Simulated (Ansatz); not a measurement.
# SnH$_{3}$, doublet along the distance Sn1-H4

Starting geometry (PBE0/def2-TZVP stationary point for this spin, not checked as a minimum):

```xyz
4

Sn    0.0000    0.0000   -0.0140
H     1.6170    0.0135    0.5568
H    -0.8231    1.3949    0.5493
H    -0.7994   -1.4090    0.5484
```

From there H4 moves along the line of the two atoms named below, all else staying in place; atoms are numbered as listed. Energies are in kcal/mol, counted from the starting geometry at the same level.

Basis def2-SVP with its core potentials; Ansatz 0.2.0. Only valence electrons are correlated (noble-gas cores and the filled d shells of p-block atoms frozen). Prefix R: restricted or restricted open-shell reference. No spin–orbit coupling is included; scalar relativity enters through the core potentials alone.

Full CI is exact within this basis and frozen core; it isn't the basis-set limit.

```tsv
distance Sn1-H4 (Å)	RHF
1.393	27.2
1.580	3.6
1.715	0.0
1.907	4.9
2.120	16.9
2.382	34.7
2.757	59.5
3.205	50.3
3.824	49.5
4.686	49.3
5.917	49.2
```

Estimate the full CI curve in def2-SVP from this one, knowing how RHF errs.

The computed full CI values, in kcal/mol from the starting point, and the error of RHF against them:
| distance Sn1-H4 (Å) | full CI | RHF less full CI |
| --- | --- | --- |
| 1.393 | 28.2 | -0.9 |
| 1.580 | 4.2 | -0.5 |
| 1.715 | 0.0 | 0.0 |
| 1.907 | 3.7 | 1.1 |
| 2.120 | 13.8 | 3.0 |
| 2.382 | 28.1 | 6.6 |
| 2.757 | 44.7 | 14.8 |
| 3.205 | 53.7 | -3.4 |
| 3.824 | 55.1 | -5.6 |
| 4.686 | 55.0 | -5.8 |
| 5.917 | 55.0 | -5.8 |

The error spans 20.6 kcal/mol and is largest, 14.8 kcal/mol, at 2.757 Å.
